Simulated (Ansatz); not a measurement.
Relaxing a trial structure of CH3BCl+

The starting geometry of this gas-phase singlet was optimised with GFN2-xTB.

```
atom    x (Å)    y (Å)    z (Å)
   C  -0.0980   0.7037  -1.7994
   B   1.0774   0.2914  -0.9817
  Cl   2.2951  -0.1370  -0.1319
   H  -0.5686  -0.1396  -2.3161
   H   0.1634   1.4298  -2.5769
   H  -0.8862   1.1710  -1.1989
```

**Question.** Predict what it relaxes into with PBE-D3(BJ)/def2-SVP.

**Answer.** It keeps its bonds, and is `C[B+]Cl`.

The energy falls by 0.18 eV over 6 steps:

| step | E − E(last) (eV) |
| --- | --- |
| 1 | 0.180 |
| 2 | 0.044 |
| 3 | 0.001 |
| 4 | 0.000 |
| 5 | 0.000 |
| 6 | 0.000 |

Final geometry (Å):

```yaml
atoms:
  - { symbol: C, position_ang: [-0.1210, 0.7118, -1.8153] }
  - { symbol: B, position_ang: [1.0486, 0.3011, -1.0007] }
  - { symbol: Cl, position_ang: [2.3316, -0.1494, -0.1072] }
  - { symbol: H, position_ang: [-0.5685, -0.1755, -2.3229] }
  - { symbol: H, position_ang: [0.1899, 1.4496, -2.5926] }
  - { symbol: H, position_ang: [-0.8974, 1.1819, -1.1661] }
```

Frequencies at the end are all real (lowest 278 cm⁻¹). Run with Ansatz 0.2.0, 5.7 s on 1 thread of Arm Neoverse V2, with other jobs on the host.
